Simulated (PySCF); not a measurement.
Molecule: phosphabenzene (SMILES c1ccpcc1).

Bonds (- single, = double, # triple, : aromatic): C1:C2 1.396 Å, C2:C3 1.391 Å, C3:P4 1.738 Å, P4:C5 1.738 Å, C5:C6 1.391 Å, C6:C1 1.396 Å. C1 carries H7; C2 carries H8; C3 carries H9; C5 carries H10; C6 carries H11.

Geometry PBE0-D3(BJ)/def2-SVP throughout; GIAO in PySCF, gas phase, one conformer, non-relativistic; equivalent atoms averaged; basis pcSseg-2.

(1) How do the shifts δ (against TMS, H3PO4 at the same level) depend on the functional? (ppm; last column core-seconds on 1 thread of an Arm Neoverse V2, shared host)

(2) Which nucleus moves most, in ppm?

## Answers

(1) 
```
functional                    kind  C3/C5  C2/C6     C1     P4  H9/H10  H8/H11    H7  core-s
      WP04           global hybrid  171.1  142.4  137.5  244.5    8.78    7.74  7.36      33
     B97-2           global hybrid  166.3  140.1  135.2  217.2    9.09    8.08  7.65      32
 BHandHLYP           global hybrid  173.9  145.7  140.0  238.8    9.10    8.12  7.70      32
 CAM-B3LYP  range-separated hybrid  175.4  147.3  141.2  244.5    9.14    8.14  7.70      43
   wB97X-D  range-separated hybrid  173.1  145.5  139.9  228.5    9.21    8.17  7.75      40
   LC-wPBE  range-separated hybrid  177.9  151.1  144.0  251.2    9.36    8.32  7.87      52
```

(2) P4 (phosphorus bonded to 2 C, in a 6-membered ring): from 217.2 ppm with B97-2 to 251.2 ppm with LC-wPBE. The smallest spread is 0.50 ppm, at H7. Proton shifts span only some 12 ppm, so a few tenths of a ppm matter as much there as several ppm in carbon.
